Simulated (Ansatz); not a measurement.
These are PBE-D3(BJ)/def2-TZVP run with Ansatz (an electronic-structure program) values and carry that method's errors. No frequencies were computed at this level.

Ansatz 0.2 input:
```yaml
crystal:
  periodic: [false, false, false]
  atoms:
    - { symbol: Cl, position_ang: [2.017324, -0.222336, -0.000441] }
    - { symbol: Al, position_ang: [0.000182, 0.000233, -0.000046] }
    - { symbol: Cl, position_ang: [-0.815761, 1.858557, -0.000144] }
    - { symbol: Cl, position_ang: [-1.201745, -1.636454, 0.000631] }
basis:
  gaussian: { orbitals: def2-tzvp }
hamiltonian:
  xc: pbe
  dispersion: d3bj
relax:
  max_steps: 150
```

Output:

```
Functional definition: PBE
1027 factors; their error is unknown
mean field evaluation 1: about -44151.4301 eV, gradient 2.5e1 eV
mean field evaluation 2: about -44151.1872 eV, gradient 3.0e1 eV
mean field evaluation 4: about -44152.8949 eV, gradient 1.8e0 eV
mean field evaluation 8: about -44152.8956 eV, gradient 1.3e-2 eV
mean field -44152.89558866 eV, -1622.5889849758 hartree, gradient 4.0e-5 eV, S^2 0.000000; 0 other end points of the search recorded, 0 dependent functions left out
reference -44152.89562551 eV, -1622.5889863299 hartree; 32, 32 occupied and 116, 116 virtual orbitals, 1027 factors
relax step   1: F+E_penalty+E_count = -44153.02153860 eV  Δ(F+E_penalty+E_count) = +0.000e0 eV  max|allowed force component| = 1.092e0 eV/Å  Δτ_max = 0.0000 Å  (23 SCF iters, accepted)
these checks for a lower state are left out or cut short: starts, cluster_reference, orbital_swaps, neighbouring_geometries, increment
1027 factors; their error is unknown
mean field evaluation 16: about -44152.9888 eV, gradient 3.3e-2 eV
mean field -44152.98330234 eV, -1622.5922083941 hartree, gradient 4.0e-5 eV, S^2 0.000000; 0 other end points of the search recorded, 0 dependent functions left out
reference -44152.98333951 eV, -1622.5922097600 hartree; 32, 32 occupied and 116, 116 virtual orbitals, 1027 factors
relax step   2: F+E_penalty+E_count = -44153.10514173 eV  Δ(F+E_penalty+E_count) = -8.360e-2 eV  max|allowed force component| = 1.059e-1 eV/Å  Δτ_max = 0.0603 Å  (23 SCF iters, accepted)
these checks for a lower state are left out or cut short: starts, cluster_reference, orbital_swaps, neighbouring_geometries, increment
1027 factors; their error is unknown
mean field -44152.98390216 eV, -1622.5922304369 hartree, gradient 4.5e-5 eV, S^2 0.000000; 0 other end points of the search recorded, 0 dependent functions left out
reference -44152.98393930 eV, -1622.5922318018 hartree; 32, 32 occupied and 116, 116 virtual orbitals, 1027 factors
relax step   3: F+E_penalty+E_count = -44153.10609917 eV  Δ(F+E_penalty+E_count) = -9.574e-4 eV  max|allowed force component| = 1.546e-2 eV/Å  Δτ_max = 0.0052 Å  (24 SCF iters, accepted)
these checks for a lower state are left out or cut short: starts, cluster_reference, orbital_swaps, neighbouring_geometries, increment
1027 factors; their error is unknown
mean field -44152.98386254 eV, -1622.5922289808 hartree, gradient 3.2e-5 eV, S^2 0.000000; 0 other end points of the search recorded, 0 dependent functions left out
reference -44152.98389967 eV, -1622.5922303455 hartree; 32, 32 occupied and 116, 116 virtual orbitals, 1027 factors
relax step   4: F+E_penalty+E_count = -44153.10612030 eV  Δ(F+E_penalty+E_count) = -2.113e-5 eV  max|allowed force component| = 1.359e-4 eV/Å  Δτ_max = 0.0009 Å  (17 SCF iters, accepted)
1027 factors; their error is unknown
mean field evaluation 32: about -44150.9799 eV, gradient 3.2e1 eV
mean field -44152.98386254 eV, -1622.5922289808 hartree, gradient 3.2e-5 eV, S^2 0.000000; 1 other end points of the search recorded, 0 dependent functions left out
reference -44152.98389967 eV, -1622.5922303455 hartree; 32, 32 occupied and 116, 116 virtual orbitals, 1027 factors
Total energy: -44153.10615744 eV, -1622.5967232356 hartree
Atom 0 at     2.071144    -0.228457    -0.000468 Å, force    -0.000108     0.000011    -0.000001 eV/Å
Atom 1 at    -0.000016     0.000003    -0.000001 Å, force    -0.000045    -0.000044     0.000002 eV/Å
Atom 2 at    -0.837710     1.907918    -0.000163 Å, force     0.000049    -0.000103    -0.000001 eV/Å
Atom 3 at    -1.233418    -1.679463     0.000632 Å, force     0.000104     0.000136    -0.000001 eV/Å
Dipole moment:    -0.000022     0.000005    -0.000001 e Å
```

Cost: roughly 11 core-seconds.
